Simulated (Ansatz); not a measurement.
Results of LDA (PAW; Ansatz, a quantum-chemistry and plane-wave program) for 1T (CdI2-type) CdI₂.

Numerical settings: plane-wave cutoff 520 eV, 12×12×6 k mesh (along the axes of the cell as run), scalar-relativistic PAW data made under PBE.

Computed at the level's own relaxed cell.

```
CELL_PARAMETERS angstrom
      4.16361     0.00000     0.00000
     -2.08181     3.60580     0.00000
      0.00000     0.00000     6.65963
ATOMIC_POSITIONS crystal
  Cd 0.00000 0.00000 0.00000
  I  0.33333 0.66667 0.25396
  I  0.66667 0.33333 0.74604
```

Problem. Give the elastic tensor (Voigt notation, GPa, ions relaxed, in the Cartesian axes of the cell as printed).

Solution. 
```
   48.4    18.4    10.7    -1.1     0.0     0.0
   18.4    48.4    10.7     1.1     0.0     0.0
   10.7    10.7    23.9     0.0     0.0     0.0
   -1.1     1.1     0.0     6.0     0.0     0.0
    0.0     0.0     0.0     0.0     6.0    -1.1
    0.0     0.0     0.0     0.0    -1.1    15.0
```

The computed numbers hold no vibrational or temperature effects.
